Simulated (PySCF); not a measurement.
## AlOCl, singlet: computed properties

All numbers come from PySCF, B3LYP, basis Al def2-TZVP, O def2-TZVP, Cl def2-TZVP (no relativity, density fitting).

The structure is a minimum.

```xyz
3
charge 0 multiplicity 1, angstrom
Al   -0.5959    0.0000   -0.0701
O    -2.1820    0.0000   -0.2565
Cl    1.4578    0.0000    0.1714
```

```
Point group                                                                   : C∞v
Bond lengths                                                                  : Al–Cl 2.068 Å, Al–O 1.597 Å
Bond angles                                                                   : Cl–Al–O 180.0°
Rotational constants                                                          : 0.1039 cm⁻¹
Zero-point energy                                                             : 11.7 kJ/mol
Rotational symmetry number                                                    : 1
Principal polarisabilities                                                    : 33.4, 33.4, 54.6 bohr³
Principal quadrupole moments (Buckingham, traceless) about the centre of mass : -15.65, 7.82, 7.82 D Å
Heat capacity Cp at 298.15 K                                                  : 51.2 J/(mol K)
Atomisation energy without zero-point energy                                  : 907 kJ/mol
Enthalpy at 298.15 K above 0 K                                                : 12.50 kJ/mol
Entropy at 298.15 K and 1 bar                                                 : 257.7 J/(mol K)
Highest occupied level                                                        : -7.67 eV
Dipole moment                                                                 : 3.91 D
Lowest empty level                                                            : -2.92 eV
```

Harmonic modes (masses in u: Al 26.982, O 15.995, Cl 34.969):
```json
{"symmetry": "π", "ω (cm⁻¹)": "176", "IR (km/mol, summed over degenerate members)": "137", "μ (u)": "22.50", "type": "bend"}
{"symmetry": "σ+", "ω (cm⁻¹)": "484", "IR (km/mol, summed over degenerate members)": "27.5", "μ (u)": "25.71", "type": "stretch"}
{"symmetry": "σ+", "ω (cm⁻¹)": "1122", "IR (km/mol, summed over degenerate members)": "89.9", "μ (u)": "19.69", "type": "stretch"}
```

In C∞v the vibrations span π + 2σ+.

Charges (e):
| atom | Mulliken | Löwdin | polar tensor | Mayer order to Al1 |
| --- | --- | --- | --- | --- |
| Al1 | 0.62 | -0.11 | 1.14 | – |
| O2 | -0.49 | -0.25 | -0.70 | 2.23 |
| Cl3 | -0.13 | 0.36 | -0.44 | 1.31 |

Mulliken populations on Al1: s 4.75, p 7.15, d 0.38, f 0.09.

Outer orbital energies (eV). occupied: -23.78, -23.47, -12.51, -10.51, -10.51, -8.81, -7.67, -7.67; empty: -2.92, -0.95, -0.95, 1.88.

Counting electrons, aluminium keeps none of its valence electrons outside its bonds, so the VSEPR class is AX2 and the expected shape is linear; with unlike ligands the computed point group is C∞v.

This need not be the most stable arrangement of these atoms.

The final relaxation and frequency run took 15 s on 2 threads of a shared Arm Neoverse V2 host, with 105 basis functions and 10 gradients; the process peaked at 0.93 GiB.
